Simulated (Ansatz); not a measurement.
Relaxation of FH5OSi (8 atoms, charge 0, multiplicity 1), to a largest force component of 0.03 eV/Å in at most 50 steps.

Level of theory: RKS PBE-D4/def2-mTZVP in Ansatz 0.2.0.

```xyz
8
Properties=species:S:1:pos:R:3:forces:R:3
Si 0.308 0.028 -0.110 0.12 0.15 -0.86
F 0.215 -0.130 1.496 0.00 -0.04 0.79
H 1.775 0.073 -0.410 -0.01 -0.02 0.01
H -0.318 1.299 -0.572 0.03 -0.01 0.05
H -0.285 -1.164 -0.776 -0.02 -0.05 -0.01
O -2.420 0.071 0.822 0.25 -0.07 0.50
H -2.829 -0.811 0.732 0.02 0.04 0.03
H -1.897 0.004 1.662 -0.39 0.01 -0.50
```

Where does it end, and by what steps?

The run converged. After 4 steps the energy has fallen by 0.023 eV; H8 moved furthest, 0.09 Å.

```tsv
step	energy less start (eV)	largest force component (eV/Å)	accepted
0	0.0000	0.862	yes
1	-0.0185	0.416	yes
2	-0.0224	0.158	yes
3	-0.0227	0.065	yes
4	-0.0231	0.019	yes
```

```xyz
8
Properties=species:S:1:pos:R:3
Si 0.352 0.046 -0.132
F 0.265 -0.074 1.503
H 1.814 0.041 -0.451
H -0.254 1.327 -0.583
H -0.288 -1.146 -0.760
O -2.460 0.039 0.839
H -2.907 -0.823 0.745
H -1.973 -0.039 1.682
```

Run time: 11 s on 1 thread of Arm Neoverse V1, on a shared host, peak memory 0.13 GiB.
